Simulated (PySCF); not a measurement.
A structure optimised at B3LYP-D3(BJ)/def2-TZVP, used in a PySCF frequency run:

```xyz
9

C     -1.4669     0.7824    -0.2302
C     -0.5562    -0.4185    -0.4310
S      1.0706    -0.2695     0.3929
H     -2.4354     0.6106    -0.7073
H     -1.0313     1.6814    -0.6698
H     -1.6322     0.9739     0.8303
H     -0.9936    -1.3156     0.0096
H     -0.3975    -0.6250    -1.4893
H      1.4979     0.8038    -0.2935
```
Charge 0, spin multiplicity 1.

Q: Write its SMILES and formula.

A: CCS, C2H6S

Q: What are its rotational constants (standard atomic weights)?

A: 29.024, 5.2408, 4.8108 GHz
